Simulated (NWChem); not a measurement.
# CHO cation

```xyz
3

C      0.0000     0.0000    -0.5086
O      0.0000     0.0000     0.5958
H      0.0000     0.0000    -1.6198
```
Atoms are numbered in this order, from 1.

Results from NWChem. Pople sets run with spherical d functions. The geometry was optimised at PBE0/def2-SVP. Static field.

Taking PBE0/aug-cc-pVTZ as the yardstick, which of these has the fewest basis functions while keeping “isotropic polarisability (bohr³)” within 10 % of it: PBE0/def2-SVP; PBE0/6-31G*; PBE0/6-31+G*; PBE0/def2-SVPD; PBE0/aug-cc-pVDZ; PBE0/Sadlej pVTZ; PBE0/d-aug-cc-pVDZ; PBE0/def2-TZVPD; PBE0/def2-TZVP?

PBE0/def2-SVPD.
```csv
level,basis functions,isotropic polarisability (bohr³),relative time (rough)
PBE0/6-31G*,30,8.2,1
PBE0/def2-SVP,33,8.1,1
PBE0/6-31+G*,38,8.5,2
PBE0/def2-SVPD,51,9.6,2
PBE0/aug-cc-pVDZ,55,9.7,4
PBE0/Sadlej pVTZ,57,9.6,5
PBE0/def2-TZVP,68,9.2,5
PBE0/d-aug-cc-pVDZ,77,9.7,10
PBE0/def2-TZVPD,86,9.7,10
PBE0/aug-cc-pVTZ,115,9.8,20
```

The yardstick is one finite set, not the basis-set limit.
